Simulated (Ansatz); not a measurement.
**Molecular dynamics of ClH5N, charge +1**

The input (input.yaml):

```yaml
crystal:
  periodic: [false, false, false]
  atoms:
    - { symbol: "N", position_ang: [-0.110484, -0.032208, -0.99449] }
    - { symbol: H, position_ang: [-0.46957, 0.879828, -1.311783] }
    - { symbol: H, position_ang: [-0.064741, -0.048275, 0.057147] }
    - { symbol: H, position_ang: [0.827069, -0.188678, -1.391408] }
    - { symbol: H, position_ang: [-0.744207, -0.777623, -1.318038] }
    - { symbol: Cl, position_ang: [-0.237937, -0.224013, 2.241729] }
    - { symbol: H, position_ang: [0.799869, 0.391071, 2.716844] }
total_charge: 1
magnetization:
  spin_polarized: true
basis:
  gaussian: { orbitals: def2-SVP }
hamiltonian:
  xc: b3lyp
md:
  timestep: 1.0
  n_steps: 150
  ensemble: nvt_langevin
  temperature: 1500.0
  initial_velocities: maxwell_boltzmann
  seed: 568687
  friction: 0.02
```

Run as:

```bash
$ ansatz run input.yaml --threads 1 --pin off --max-ram 2048MiB --backend cpu --events-out ev --progress --plain --runs-dir out
```

It starts from a relaxed structure.

Output, in part (one step line in 2, the closing report, with atoms numbered from 0):

```
md step     0: t =     0.00 fs  T =  1285.7 K  F+E_penalty+E_count = -14083.08106903 eV  E_kin = 1.163340 eV  (25 SCF iters)
md step     2: t =     2.00 fs  T =   748.0 K  F+E_penalty+E_count = -14082.71146299 eV  E_kin = 0.676801 eV  (26 SCF iters)
md step     4: t =     4.00 fs  T =   347.7 K  F+E_penalty+E_count = -14082.41832159 eV  E_kin = 0.314562 eV  (25 SCF iters)
md step     6: t =     6.00 fs  T =   462.5 K  F+E_penalty+E_count = -14082.56824543 eV  E_kin = 0.418482 eV  (25 SCF iters)
md step     8: t =     8.00 fs  T =   585.0 K  F+E_penalty+E_count = -14082.77016873 eV  E_kin = 0.529338 eV  (26 SCF iters)
md step    10: t =    10.00 fs  T =   711.6 K  F+E_penalty+E_count = -14082.95590439 eV  E_kin = 0.643834 eV  (24 SCF iters)
md step    12: t =    12.00 fs  T =   652.7 K  F+E_penalty+E_count = -14082.82670837 eV  E_kin = 0.590572 eV  (26 SCF iters)
md step    14: t =    14.00 fs  T =   296.0 K  F+E_penalty+E_count = -14082.39508749 eV  E_kin = 0.267834 eV  (25 SCF iters)
md step    16: t =    16.00 fs  T =   419.9 K  F+E_penalty+E_count = -14082.48607664 eV  E_kin = 0.379901 eV  (24 SCF iters)
md step    18: t =    18.00 fs  T =   800.6 K  F+E_penalty+E_count = -14082.75347403 eV  E_kin = 0.724441 eV  (26 SCF iters)
md step    20: t =    20.00 fs  T =  1117.1 K  F+E_penalty+E_count = -14082.97365900 eV  E_kin = 1.010808 eV  (25 SCF iters)
md step    22: t =    22.00 fs  T =   762.7 K  F+E_penalty+E_count = -14082.57141151 eV  E_kin = 0.690112 eV  (26 SCF iters)
md step    24: t =    24.00 fs  T =   510.7 K  F+E_penalty+E_count = -14082.28045346 eV  E_kin = 0.462087 eV  (26 SCF iters)
md step    26: t =    26.00 fs  T =   952.2 K  F+E_penalty+E_count = -14082.47239061 eV  E_kin = 0.861595 eV  (25 SCF iters)
md step    28: t =    28.00 fs  T =   839.2 K  F+E_penalty+E_count = -14082.38932841 eV  E_kin = 0.759340 eV  (25 SCF iters)
md step    30: t =    30.00 fs  T =  1253.6 K  F+E_penalty+E_count = -14082.89071923 eV  E_kin = 1.134259 eV  (25 SCF iters)
md step    32: t =    32.00 fs  T =   942.5 K  F+E_penalty+E_count = -14082.48273787 eV  E_kin = 0.852806 eV  (26 SCF iters)
md step    34: t =    34.00 fs  T =   755.0 K  F+E_penalty+E_count = -14082.41866311 eV  E_kin = 0.683131 eV  (25 SCF iters)
md step    36: t =    36.00 fs  T =   828.6 K  F+E_penalty+E_count = -14082.52086469 eV  E_kin = 0.749756 eV  (28 SCF iters)
md step    38: t =    38.00 fs  T =   941.4 K  F+E_penalty+E_count = -14082.53093797 eV  E_kin = 0.851752 eV  (26 SCF iters)
md step    40: t =    40.00 fs  T =  1218.8 K  F+E_penalty+E_count = -14082.74219130 eV  E_kin = 1.102761 eV  (26 SCF iters)
md step    42: t =    42.00 fs  T =   886.9 K  F+E_penalty+E_count = -14082.51576806 eV  E_kin = 0.802491 eV  (26 SCF iters)
md step    44: t =    44.00 fs  T =   960.2 K  F+E_penalty+E_count = -14082.45154475 eV  E_kin = 0.868811 eV  (26 SCF iters)
md step    46: t =    46.00 fs  T =   933.7 K  F+E_penalty+E_count = -14082.20177825 eV  E_kin = 0.844803 eV  (26 SCF iters)
md step    48: t =    48.00 fs  T =  1178.3 K  F+E_penalty+E_count = -14082.36761723 eV  E_kin = 1.066168 eV  (26 SCF iters)
md step    50: t =    50.00 fs  T =  1561.0 K  F+E_penalty+E_count = -14082.62013892 eV  E_kin = 1.412433 eV  (29 SCF iters)
md step    52: t =    52.00 fs  T =  1246.9 K  F+E_penalty+E_count = -14082.16241191 eV  E_kin = 1.128237 eV  (26 SCF iters)
md step    54: t =    54.00 fs  T =  1278.8 K  F+E_penalty+E_count = -14082.18410502 eV  E_kin = 1.157118 eV  (28 SCF iters)
md step    56: t =    56.00 fs  T =  1275.3 K  F+E_penalty+E_count = -14082.25823020 eV  E_kin = 1.153882 eV  (29 SCF iters)
md step    58: t =    58.00 fs  T =  1332.6 K  F+E_penalty+E_count = -14082.44519070 eV  E_kin = 1.205730 eV  (26 SCF iters)
md step    60: t =    60.00 fs  T =  1238.1 K  F+E_penalty+E_count = -14082.77315505 eV  E_kin = 1.120300 eV  (25 SCF iters)
md step    62: t =    62.00 fs  T =   750.2 K  F+E_penalty+E_count = -14082.41074471 eV  E_kin = 0.678811 eV  (25 SCF iters)
md step    64: t =    64.00 fs  T =  1086.5 K  F+E_penalty+E_count = -14082.68772422 eV  E_kin = 0.983050 eV  (25 SCF iters)
md step    66: t =    66.00 fs  T =   919.8 K  F+E_penalty+E_count = -14082.44121949 eV  E_kin = 0.832245 eV  (29 SCF iters)
md step    68: t =    68.00 fs  T =   798.9 K  F+E_penalty+E_count = -14082.44128078 eV  E_kin = 0.722844 eV  (25 SCF iters)
md step    70: t =    70.00 fs  T =  1211.2 K  F+E_penalty+E_count = -14082.63561061 eV  E_kin = 1.095890 eV  (28 SCF iters)
md step    72: t =    72.00 fs  T =   876.7 K  F+E_penalty+E_count = -14082.18987669 eV  E_kin = 0.793278 eV  (29 SCF iters)
md step    74: t =    74.00 fs  T =   980.7 K  F+E_penalty+E_count = -14082.40886263 eV  E_kin = 0.887356 eV  (25 SCF iters)
md step    76: t =    76.00 fs  T =   947.0 K  F+E_penalty+E_count = -14082.34619961 eV  E_kin = 0.856868 eV  (27 SCF iters)
md step    78: t =    78.00 fs  T =   938.2 K  F+E_penalty+E_count = -14082.18041551 eV  E_kin = 0.848867 eV  (26 SCF iters)
md step    80: t =    80.00 fs  T =  1568.5 K  F+E_penalty+E_count = -14082.61053820 eV  E_kin = 1.419241 eV  (28 SCF iters)
md step    82: t =    82.00 fs  T =  1362.8 K  F+E_penalty+E_count = -14082.20359781 eV  E_kin = 1.233068 eV  (29 SCF iters)
md step    84: t =    84.00 fs  T =  1880.5 K  F+E_penalty+E_count = -14082.38132296 eV  E_kin = 1.701492 eV  (26 SCF iters)
md step    86: t =    86.00 fs  T =  1270.8 K  F+E_penalty+E_count = -14081.69962350 eV  E_kin = 1.149842 eV  (28 SCF iters)
md step    88: t =    88.00 fs  T =  1541.8 K  F+E_penalty+E_count = -14081.85720824 eV  E_kin = 1.395034 eV  (27 SCF iters)
md step    90: t =    90.00 fs  T =  1818.9 K  F+E_penalty+E_count = -14082.10268765 eV  E_kin = 1.645751 eV  (27 SCF iters)
md step    92: t =    92.00 fs  T =  1514.4 K  F+E_penalty+E_count = -14081.84876696 eV  E_kin = 1.370242 eV  (28 SCF iters)
md step    94: t =    94.00 fs  T =  2165.0 K  F+E_penalty+E_count = -14082.29344496 eV  E_kin = 1.958938 eV  (27 SCF iters)
md step    96: t =    96.00 fs  T =  1884.9 K  F+E_penalty+E_count = -14081.94319222 eV  E_kin = 1.705491 eV  (27 SCF iters)
md step    98: t =    98.00 fs  T =  1672.5 K  F+E_penalty+E_count = -14081.97146184 eV  E_kin = 1.513316 eV  (26 SCF iters)
md step   100: t =   100.00 fs  T =  1226.7 K  F+E_penalty+E_count = -14081.84478612 eV  E_kin = 1.109930 eV  (28 SCF iters)
md step   102: t =   102.00 fs  T =  1133.8 K  F+E_penalty+E_count = -14081.57670988 eV  E_kin = 1.025867 eV  (30 SCF iters)
md step   104: t =   104.00 fs  T =  2122.7 K  F+E_penalty+E_count = -14082.44669804 eV  E_kin = 1.920666 eV  (29 SCF iters)
md step   106: t =   106.00 fs  T =  1474.9 K  F+E_penalty+E_count = -14081.84138999 eV  E_kin = 1.334545 eV  (27 SCF iters)
md step   108: t =   108.00 fs  T =  1682.0 K  F+E_penalty+E_count = -14082.25090568 eV  E_kin = 1.521946 eV  (27 SCF iters)
md step   110: t =   110.00 fs  T =  1422.4 K  F+E_penalty+E_count = -14082.10034698 eV  E_kin = 1.287017 eV  (27 SCF iters)
md step   112: t =   112.00 fs  T =   756.8 K  F+E_penalty+E_count = -14081.49670615 eV  E_kin = 0.684742 eV  (27 SCF iters)
md step   114: t =   114.00 fs  T =  1367.2 K  F+E_penalty+E_count = -14082.14073602 eV  E_kin = 1.237040 eV  (29 SCF iters)
md step   116: t =   116.00 fs  T =  1189.9 K  F+E_penalty+E_count = -14082.22312095 eV  E_kin = 1.076671 eV  (28 SCF iters)
md step   118: t =   118.00 fs  T =   923.1 K  F+E_penalty+E_count = -14081.81373472 eV  E_kin = 0.835201 eV  (25 SCF iters)
md step   120: t =   120.00 fs  T =  1714.1 K  F+E_penalty+E_count = -14082.41237500 eV  E_kin = 1.550962 eV  (26 SCF iters)
md step   122: t =   122.00 fs  T =   820.6 K  F+E_penalty+E_count = -14081.58744828 eV  E_kin = 0.742510 eV  (26 SCF iters)
md step   124: t =   124.00 fs  T =   928.3 K  F+E_penalty+E_count = -14081.63492750 eV  E_kin = 0.839902 eV  (26 SCF iters)
md step   126: t =   126.00 fs  T =  1508.1 K  F+E_penalty+E_count = -14082.14885235 eV  E_kin = 1.364520 eV  (29 SCF iters)
md step   128: t =   128.00 fs  T =  1039.6 K  F+E_penalty+E_count = -14081.77627972 eV  E_kin = 0.940654 eV  (28 SCF iters)
md step   130: t =   130.00 fs  T =  1485.5 K  F+E_penalty+E_count = -14082.17536417 eV  E_kin = 1.344135 eV  (26 SCF iters)
md step   132: t =   132.00 fs  T =  1367.4 K  F+E_penalty+E_count = -14082.00529351 eV  E_kin = 1.237219 eV  (28 SCF iters)
md step   134: t =   134.00 fs  T =  1290.3 K  F+E_penalty+E_count = -14081.91315241 eV  E_kin = 1.167507 eV  (26 SCF iters)
md step   136: t =   136.00 fs  T =  1446.4 K  F+E_penalty+E_count = -14082.22562087 eV  E_kin = 1.308753 eV  (27 SCF iters)
md step   138: t =   138.00 fs  T =  1121.4 K  F+E_penalty+E_count = -14081.92483897 eV  E_kin = 1.014644 eV  (28 SCF iters)
md step   140: t =   140.00 fs  T =  1478.6 K  F+E_penalty+E_count = -14082.28012401 eV  E_kin = 1.337878 eV  (27 SCF iters)
md step   142: t =   142.00 fs  T =  1331.4 K  F+E_penalty+E_count = -14082.23500785 eV  E_kin = 1.204646 eV  (25 SCF iters)
md step   144: t =   144.00 fs  T =  1265.0 K  F+E_penalty+E_count = -14082.08751324 eV  E_kin = 1.144587 eV  (26 SCF iters)
md step   146: t =   146.00 fs  T =  1386.1 K  F+E_penalty+E_count = -14082.06762761 eV  E_kin = 1.254142 eV  (26 SCF iters)
md step   148: t =   148.00 fs  T =  1634.5 K  F+E_penalty+E_count = -14082.14743477 eV  E_kin = 1.478946 eV  (29 SCF iters)
md step   150: t =   150.00 fs  T =  1568.4 K  F+E_penalty+E_count = -14082.11743348 eV  E_kin = 1.419129 eV  (24 SCF iters)
Total energy: -14082.11762473 eV, -517.5082775066 hartree
Atom 0 at     0.721955     0.036007    -1.587462 Å, force     2.004593     0.336815     0.621551 eV/Å
Atom 1 at     1.415884    -0.516785    -1.016619 Å, force    -0.385282    -0.274337    -1.572130 eV/Å
Atom 2 at     0.729858     0.904769    -1.130102 Å, force    -0.337226     2.234349     1.599573 eV/Å
Atom 3 at    -0.193477    -0.261787    -1.591944 Å, force    -3.312864    -1.862840     1.262304 eV/Å
Atom 4 at     0.723801     0.345167    -2.541866 Å, force     1.972323    -0.433948    -1.766988 eV/Å
Atom 5 at    -0.052906     0.183915     1.893303 Å, force     1.108426    -0.275812    -0.854856 eV/Å
Atom 6 at    -1.031903     0.434526     2.638735 Å, force    -1.049970     0.275773     0.710546 eV/Å
Dipole moment:     0.205029     0.036703    -1.852267 e Å
```

All steps were run. A run of 0.15 ps of so small a system gives no equilibrium averages. Limits of this set-up: the dipole of an ion depends on the origin.

The same pairs are bonded in the first frame and the last. Pairs count as bonded within 1.25 times the sum of covalent radii (0.12 Å more for H–H).

Last frame:

```xyz
7
Properties=species:S:1:pos:R:3
N 0.722 0.036 -1.587
H 1.416 -0.517 -1.017
H 0.730 0.905 -1.130
H -0.194 -0.262 -1.592
H 0.724 0.345 -2.542
Cl -0.053 0.184 1.893
H -1.032 0.434 2.639
```

The run took 3.8 min on 1 thread of Arm Neoverse V2 (shared host), peak memory 0.22 GiB.
